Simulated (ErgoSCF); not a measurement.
# BH3 (borane): HF/jorge-TZP

Aim: the vertical singlet–triplet gap of BH3 (borane) at HF/jorge-TZP, from 2 runs. 

The calculation is run with ErgoSCF 3.8.

6 further runs of the same task are left out: 6 set aside as unsound or not needed.

### Step 1. The structure to begin with

BH3 has 4 atoms, charge 0, and is taken as a singlet. As SMILES, `B`. The shape is that of a PBE0-D4/def2-TZVP optimisation.

Bond lengths: B1–H2 1.193 Å, B1–H3 1.193 Å, B1–H4 1.193 Å. Angles: H2–B1–H3 120.0°, H2–B1–H4 120.0°, H3–B1–H4 120.0°.

### Step 2. The energy at HF/jorge-TZP

geom.xyz

```xyz
4
BH3
B      0.013900    -0.015100    -0.005100
H      0.982200     0.381700     0.568800
H     -0.276200    -1.171800     0.043000
H     -0.664400     0.744900    -0.626900
```

run.inp

```
# BH3, HF
set_nthreads(1)
molecule "geom.xyz"
scf.use_diagonalization = 1
basis = "jorge-TZP"
scf.max_number_of_iterations = 150
tmpdir = "."
scf.output_mulliken_pop = 1
run "HF"
```

The basis set jorge-TZP is read from a file made from the Basis Set Exchange's data (not shown).

The run is started by

```console
$ ergo run.inp
```

The program printed (excerpt; [...] marks lines left out):

```text
[...]
INSC SCF_general constructor, number of basis functions: 73
[...]
INSC Energy   1 =          1.28299243166
[...]
INDE E_LUMO =          0.06238726837
[...]
INSC Energy  10 =        -26.39909914539  ( diff     -0.000000000011383 )
[...]
RESC CONVERGED after  10 iterations.
RESC FINAL ENERGY:        -26.39909914539
[...]
INSC SCF: dipole_moment_x [atomic units] =       0.00002747
INSC SCF: dipole_moment_y [atomic units] =      -0.00001525
INSC SCF: dipole_moment_z [atomic units] =      -0.00007014
[...]
```

Run time: 18 s. Hardware: 1 thread of Arm Neoverse N1, shared host.

### Step 3. The triplet at the same level

input.xyz

```xyz
4
BH3
B      0.013900    -0.015100    -0.005100
H      0.982200     0.381700     0.568800
H     -0.276200    -1.171800     0.043000
H     -0.664400     0.744900    -0.626900
```

input.ego

```
set_nthreads("env")
molecule "input.xyz"
scf.use_diagonalization = 1
scf.output_mulliken_pop = 1
basis = "jorge-TZP"
spin_polarization = 2
scf.max_number_of_iterations = 150
tmpdir = "."
run "HF"
```

The basis set jorge-TZP is read from a file made from the Basis Set Exchange's data (not shown).

The run is started by

```console
$ ergo input.ego
```

The program printed:

```text
[...]
INSC SCF_general constructor, number of basis functions: 73
[...]
INSC Energy   1 =          1.24271070272
[...]
INDE E_LUMO =         -0.10370827593
[...]
INSC Energy  29 =        -26.20344663592  ( diff     -0.000000000001322 )
[...]
RESC CONVERGED after  29 iterations.
RESC FINAL ENERGY:        -26.20344663592
RESC FINAL <S2> =          2.00973172573
[...]
INSC SCF: dipole_moment_x [atomic units] =       0.50979951
INSC SCF: dipole_moment_y [atomic units] =       0.20909926
INSC SCF: dipole_moment_z [atomic units] =       0.30218995
[...]
```

Run time: 84 s. Hardware: 1 thread of Arm Neoverse N1, shared host.

### Step 4. Summary of results

Level: HF/jorge-TZP.

```
                                        quantity         value
                           singlet: total energy  -26.39910 Eh
                          singlet: dipole moment        0.00 D
                           triplet: total energy  -26.20345 Eh
                          triplet: dipole moment        1.60 D
                                   triplet: ⟨S²⟩         2.010
vertical energy of the triplet above the singlet      5.324 eV
```

At this shape the triplet lies 5.32 eV (514 kJ/mol) above the singlet. Mulliken charges (singlet) run from -0.09 on B1 to +0.03 on H4; they depend strongly on the basis.
